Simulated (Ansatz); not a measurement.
The input, for Ansatz 0.2.0:

```yaml
crystal:
  periodic: [false, false, false]
  atoms:
    - {symbol: Ge, position_ang: [0.000000, -0.030607, 0.269863]}
    - {symbol: C, position_ang: [0.000000, 0.054648, -1.674902]}
    - {symbol: H, position_ang: [0.000000, 1.554553, 0.509831]}
basis:
  gaussian: {orbitals: cc-pVDZ}
magnetization: {spin_polarized: false, initial_magnetization: 1}
correlation: {method: ccsdt_q, electrons: outside_noble_gas}
```

```sh
$ ansatz run in.yaml --threads 1 --pin off --events-out ev --progress --plain --max-ram 4096MiB --backend cpu
```

Log:

```
897 factors; integrals over basis functions are off by at most 1.6e-7 eV
mean field evaluation 1: about -57511.7924 eV, gradient 8.2e0 eV
mean field evaluation 2: about -57511.7950 eV, gradient 8.2e0 eV
mean field evaluation 4: about -57512.5048 eV, gradient 3.4e0 eV
mean field evaluation 8: about -57512.7879 eV, gradient 1.9e-1 eV
mean field evaluation 16: about -57512.8520 eV, gradient 6.1e-1 eV
mean field evaluation 32: about -57512.7442 eV, gradient 1.1e0 eV
mean field evaluation 64: about -57512.6504 eV, gradient 5.3e0 eV
mean field evaluation 96: about -57513.3691 eV, gradient 1.0e0 eV
mean field evaluation 128: about -57512.4018 eV, gradient 1.1e-1 eV
mean field evaluation 160: about -57510.9645 eV, gradient 6.6e-4 eV
...
cycle  27  -6.59990470 eV  change    4.6e-6 eV  update   6.3e-6
cycle  28  -6.59989454 eV  change    1.0e-5 eV  update   4.7e-6
cycle  29  -6.59988944 eV  change    5.1e-6 eV  update   3.0e-6
cycle  30  -6.59988938 eV  change    6.2e-8 eV  update   1.9e-6
cycle  31  -6.59988956 eV  change   -1.8e-7 eV  update   1.5e-6
cycle  32  -6.59989111 eV  change   -1.6e-6 eV  update   1.1e-6
cycle  33  -6.59989157 eV  change   -4.6e-7 eV  update   7.9e-7
cycle  34  -6.59989225 eV  change   -6.7e-7 eV  update   5.6e-7
cycle  35  -6.59989252 eV  change   -2.7e-7 eV  update   4.1e-7
cycle  36  -6.59989298 eV  change   -4.6e-7 eV  update   2.7e-7
perturbative correction -0.06313931 eV, -0.0023203270 hartree
Total energy: -57519.45264913 eV, -2113.8008967702 hartree
```

For the same geometry and basis RCCSDTQ lies 14.7 meV higher.

Ran on 1 thread of AMD EPYC 7R13, shared host: 32 s wall, 0.3 GiB peak host memory.
